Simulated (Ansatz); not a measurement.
Grey tin (α-Sn)

Level of theory: r²SCAN (PAW; Ansatz, a quantum-chemistry and plane-wave program).

Run with plane-wave cutoff 500 eV, 12×12×1 k mesh (along the axes of the cell as run), Fermi–Dirac smearing 0.1 eV, scalar-relativistic PAW data made under PBE.

Cell: relaxed at this level.

* **surface energy of the (100) face**: 1.06 J/m²
* **work function of the (100) face**: 4.77 eV

The slab of 8 atoms is relaxed and unreconstructed.

Spin–orbit coupling is not included.

Static lattice: no zero-point or thermal effects.

Computing time: around 14 core-minutes (rough).
